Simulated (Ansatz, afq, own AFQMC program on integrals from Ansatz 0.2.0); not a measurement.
**BH$_{3}$Cl, doublet in cc-pVTZ, levels against AFQMC with the constraint released**

```xyz
5

Cl   -0.7688    0.0000    0.0000
H     0.6442    0.0000    0.0000
B     1.9942    0.0000    0.0000
H     2.5033    0.0000    1.0770
H     2.5033    0.0000   -1.0770
```

Connectivity, by distances: Cl ··· BH2, 1 bridging H.

Basis cc-pVTZ. Noble-gas cores (and the filled d shells of Ga–Kr and In–Xe) are frozen. AFQMC by an in-house program on the Cholesky factors that Ansatz 0.2.0 writes for its CCSD(T) run. The CISD trial takes its coefficients from CCSD amplitudes. Released means that phaseless walkers are propagated on without the constraint, phases kept. Uncertainties: one standard error, sampling alone.

Determinant: UHF, the one that the program's search chose, which needn't be the lowest solution. The geometry is a point of a scan.

No full CI on the walks' own integrals is used here. The released AFQMC energy serves as the reference, which it does only where one determinant dominates, the energy is flat over the last release times and near the phaseless one (40 meV or 2 meV an electron, half that with transition metals). On small molecules, where full CI could be run and the noise was under 10 meV, such values lay within 10 meV of it in 19 cases of 20, a flattering rate, since the rule was set on those same cases; what remains of the bias isn't in the error bar.

Cautions: the released value is read at 2.40 1/Eh with a noise of 11 meV, more than in the cases checked (meV from the phaseless value at times in 1/Eh: -4 ± 5 at 0.24, -2 ± 5 at 0.51, -7 ± 5 at 0.99, 2 ± 5 at 1.62, -13 ± 11 at 2.40).

- T1 diagnostic: 0.0122
- weight of the determinant in the CISD state: 0.872
- ⟨S²⟩ of the determinant: 0.773
- size of the correlated space: 13 electrons in 100 orbitals

```json
{"level": "MP2", "correlation energy (eV)": "-8.1274"}
{"level": "CCSD", "correlation energy (eV)": "-9.1635"}
{"level": "CCSD(T)", "correlation energy (eV)": "-9.4775"}
```

Problem. Estimate where phaseless AFQMC with a CISD trial lies against CCSD(T) on the same integrals.

Solution. 3.8 ± 0.5 kJ/mol below CCSD(T).

Reference: AFQMC with the constraint released, correlation energy -9.530 ± 0.011 eV.

| level | E − E(reference) (kJ/mol) | share of correlation (%) |
| --- | --- | --- |
| CCSD(T) | 5.0 ± 1.1 | 99.45 |
| ph-AFQMC/CISD | 1.3 ± 1.2 | 99.86 |

A walk keeps the symmetry of its determinant, which the program's search chose and which needn't be the lowest solution, so a lower state of the same spin and another symmetry isn't excluded. Released energies are given only where the last usable release times agree within the noise; a slower fall can still hide under it.
